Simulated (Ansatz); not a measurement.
Propane, C3H8: measurement beside calculation (Ansatz, PBE0-D4/def2-TZVP geometry).

```xyz
11

C     0.8345    0.8446   -0.4915
C    -0.2073   -0.2609   -0.5162
C    -0.6809   -0.6514    0.8737
H     1.7179    0.5395    0.0767
H     0.4376    1.7480   -0.0192
H     1.1628    1.1127   -1.4984
H    -1.0649    0.0585   -1.1180
H     0.2051   -1.1404   -1.0221
H    -1.4289   -1.4470    0.8368
H    -1.1282    0.2025    1.3907
H     0.1522   -1.0059    1.4875
```

Measured: 748 cm⁻¹ (nu26 fundamental rotation-vibration band, approximate position, high-resolution infrared emission spectroscopy); 1471 cm⁻¹ (C-H deformation band of gaseous propane, in situ FT-IR). Source: Propane on Titan, 2003 (arxiv:astro-ph/0309653); Modulation of ODH Propane Selectivity by Zeolite Support Desilication: Vanadium Species Anchored to Al-Rich Shell as Crucial Active Sites, 2022 (pmc:9142926).

Harmonic PBE0-D4 wavenumbers (cm⁻¹, unscaled): 223, 272, 365, 748, 893, 907, 929, 1083, 1179, 1210, 1315, 1363, 1399, 1413, 1481, 1483, 1488, 1499, 1504, 3039, 3039, 3042, 3066, 3106, 3116, 3118, 3120. Fundamentals include anharmonicity and usually lie a few per cent under these; harmonic values from spectra compare directly.

Enthalpy of formation at 298 K: -25.0 kcal/mol (zero for an element's reference state; older measured values of the G2 set, as listed by Staroverov and co-workers, J. Chem. Phys. 119, 12129, 2003). With their computed zero-point and thermal terms and the atoms' enthalpies of Curtiss and co-workers (1997) it gives an electronic atomization energy of 1006.4 kcal/mol.

```csv
level,atomization (kcal/mol),error,error per bond
LDA (SPW92),1128.1,121.7,12.2
PBE-D4,1019.0,12.6,1.3
revPBE-D4,1000.5,-5.9,-0.6
BLYP-D4,1001.2,-5.2,-0.5
r2SCAN-D4,1007.7,1.3,0.1
B97M-V,1008.5,2.1,0.2
PBE0-D4,1010.9,4.5,0.4
B3LYP-D4,1008.9,2.5,0.3
r2SCANh-D4,1005.1,-1.3,-0.1
r2SCAN0-D4,1001.6,-4.9,-0.5
HSE06-D4,1011.4,5.0,0.5
BHLYP-D4,990.4,-16.0,-1.6
CAM-B3LYP-D4,1012.3,5.9,0.6
ωB97X-V,1007.2,0.8,0.1
ωB97M-V,1008.8,2.4,0.2
B2PLYP,999.2,-7.2,-0.7
PBE-QIDH,1004.8,-1.6,-0.2
PBE,1015.7,9.3,0.9
revPBE,988.1,-18.3,-1.8
BLYP,993.7,-12.7,-1.3
r2SCAN,1006.9,0.5,0.0
PBE0,1008.2,1.8,0.2
B3LYP,1003.7,-2.7,-0.3
r2SCANh,1004.3,-2.1,-0.2
r2SCAN0,1000.6,-5.8,-0.6
HSE06,1009.0,2.6,0.3
BHLYP,987.0,-19.4,-1.9
CAM-B3LYP,1009.7,3.3,0.3
LC-ωPBE,1004.6,-1.8,-0.2
HF/def2-TZVPP,774.8,-231.6,-23.2
MP2/def2-TZVPP,990.9,-15.6,-1.6
SCS-MP2/def2-TZVPP,992.8,-13.7,-1.4
CCSD/def2-TZVPP,978.5,-27.9,-2.8
CCSD(T)/def2-TZVPP,987.8,-18.7,-1.9
HF/def2-QZVPP,775.5,-230.9,-23.1
MP2/def2-QZVPP,1002.1,-4.3,-0.4
SCS-MP2/def2-QZVPP,1005.6,-0.8,-0.1
HF/CBS(def2),775.6,-230.8,-23.1
MP2/CBS(def2),1010.1,3.7,0.4
CCSD/CBS(def2),997.7,-8.7,-0.9
CCSD(T)/CBS(def2),1007.0,0.5,0.1
```

Functionals use def2-TZVPP; B3LYP here is the variant with VWN-RPA as its local correlation; programs differ in this. The calculations leave out spin–orbit coupling, scalar relativity and, for the correlated methods, core correlation; together these are worth up to about 1 kcal/mol a heavy atom. HSE06 is defined as in plane-wave codes. CBS adds triple-zeta CCSD(T) − MP2 to the MP2 limit. T1 = 0.009.
